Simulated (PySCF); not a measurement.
# PH3: 4 charge schemes on one density

Species: PH3.
Numbering: `[PH3:1]` (hydrogens: H2, H3, H4 on P1)

Cartesian coordinates in Å at the GFN2-xTB level; atoms count from 1:
```
atom  x, y, z in Å
P1    -0.0015    0.0035    0.5704
H2    -0.5587    1.0086   -0.2056
H3     1.1583   -0.0163   -0.1896
H4    -0.5880   -0.9910   -0.1980
```

Density: PBE0/pcSseg-1 (PySCF); schemes: Mulliken, IAO, Hirshfeld and ESP-fitted. Geometry: GFN2-xTB; no solvent, vibrations or thermal averaging.

Task: Tabulate the Mulliken, IAO, Hirshfeld and ESP-fitted charges.

Result: In e; atoms taken as equivalent share a row and are averaged (×n: the atom named and its like, n in all):

```tsv
atom	environment	Mulliken	IAO	Hirshfeld	ESP-fitted
P1	phosphine phosphorus	-0.101	+0.022	+0.031	-0.281
H2/H3/H4	P–H hydrogen	+0.034	-0.007	-0.010	+0.094
```

Mean size of the charges over all atoms: ESP-fitted 0.140 e, Mulliken 0.051 e, Hirshfeld 0.015 e, IAO 0.011 e. Each set sums to the total charge, 0, to within 0.001 e. The Mulliken scheme gives each basis function's population to the atom it is centred on and halves the overlap population of two atoms between them.

Lowest charge. The schemes don't all agree: Mulliken P1 (-0.101); IAO H2/H3/H4 (-0.007); Hirshfeld H2/H3/H4 (-0.010); ESP-fitted P1 (-0.281).

Highest charge. The schemes don't all agree: Mulliken H2/H3/H4 (+0.034); IAO P1 (+0.022); Hirshfeld P1 (+0.031); ESP-fitted H2/H3/H4 (+0.094).

Task: Sum the charges by element, for elements with more than one atom.

Result: 
```csv
element,atoms,Mulliken,IAO,Hirshfeld,ESP-fitted
H,3,+0.101,-0.022,-0.031,+0.281
```

Task: How many electrons does the ESP-fitted scheme count on P1?

Result: Z − q = 15 − (-0.281) = 15.281.
